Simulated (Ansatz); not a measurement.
Consider the hydrogenolysis of a C–C bond: `C#C/C=C/C` + H₂ → `C#CC=C` + CH₄.

Computed with Ansatz on PBE0-D4/def2-TZVP structures; ΔE is electronic, products minus reactants. CBS: MP2 limit from def2 TZ/QZ plus the TZ coupled-cluster correction, frozen cores. This one scheme is used for every species. Functionals use def2-TZVPP. B3LYP here is the variant with VWN-RPA as its local correlation; programs differ in this.

`C#C/C=C/C`:

Cartesian coordinates in Å:
```
C -2.945 -0.743 0.099
C -1.758 -0.591 0.226
C -0.361 -0.439 0.404
C 0.402 0.378 -0.326
C 1.867 0.544 -0.145
H -3.995 -0.870 -0.020
H 0.094 -1.036 1.192
H -0.072 0.966 -1.108
H 2.247 -0.086 0.661
H 2.116 1.585 0.083
H 2.405 0.291 -1.064
```

H₂:

Cartesian coordinates in Å:
```
H -0.266 -0.010 0.262
H 0.266 0.010 -0.262
```

`C#CC=C`:

```xyz
8

C    -0.629   -2.006   -0.264
C    -0.107   -0.922   -0.236
C     0.536    0.342   -0.224
C     0.072    1.412    0.419
H    -1.097   -2.961   -0.284
H     1.464    0.409   -0.786
H     0.611    2.351    0.389
H    -0.850    1.376    0.986
```

CH₄:

Cartesian coordinates in Å:
```
C 0.000 0.000 0.000
H 0.370 0.125 -1.017
H 0.170 -1.026 0.325
H -1.067 0.218 0.028
H 0.528 0.683 0.664
```

```json
{"level": "PBE-D4", "ΔE (kJ/mol)": "-49.3", "difference from CCSD(T)/CBS": "5.6"}
{"level": "revPBE-D4", "ΔE (kJ/mol)": "-45.4", "difference from CCSD(T)/CBS": "9.5"}
{"level": "B3LYP-D4", "ΔE (kJ/mol)": "-55.7", "difference from CCSD(T)/CBS": "-0.8"}
{"level": "PBE-QIDH", "ΔE (kJ/mol)": "-54.0", "difference from CCSD(T)/CBS": "0.9"}
{"level": "PBE0", "ΔE (kJ/mol)": "-55.8", "difference from CCSD(T)/CBS": "-0.9"}
{"level": "B3LYP", "ΔE (kJ/mol)": "-62.3", "difference from CCSD(T)/CBS": "-7.4"}
{"level": "BHLYP", "ΔE (kJ/mol)": "-64.4", "difference from CCSD(T)/CBS": "-9.5"}
{"level": "HF/def2-SVP", "ΔE (kJ/mol)": "-72.4", "difference from CCSD(T)/CBS": "-17.5"}
{"level": "HF/def2-QZVPP", "ΔE (kJ/mol)": "-71.8", "difference from CCSD(T)/CBS": "-16.9"}
{"level": "MP2/def2-QZVPP", "ΔE (kJ/mol)": "-50.4", "difference from CCSD(T)/CBS": "4.5"}
{"level": "CCSD(T)/CBS", "ΔE (kJ/mol)": "-54.9", "difference from CCSD(T)/CBS": "0"}
```

Largest T1 diagnostic among the species: 0.012.

In def2-TZVPP, CCSD(T) changes the Hartree–Fock value by +16.3 kJ/mol (the triples alone add +3.6 kJ/mol) and MP2 by +21.1 kJ/mol. The D4 term adds +6.6 kJ/mol with B3LYP and +3.7 kJ/mol with PBE0; it sums over pairs of atoms, weighted by their polarisabilities, and B3LYP, whose exchange is more repulsive, gets the larger term. Leaving LDA and LC-ωPBE aside and taking each functional with its dispersion term where it has one, the values, not all of them listed here, spread over 14.2 kJ/mol, from BHLYP-D4 to revPBE-D4. LDA lies +10.2 kJ/mol from PBE without D4.
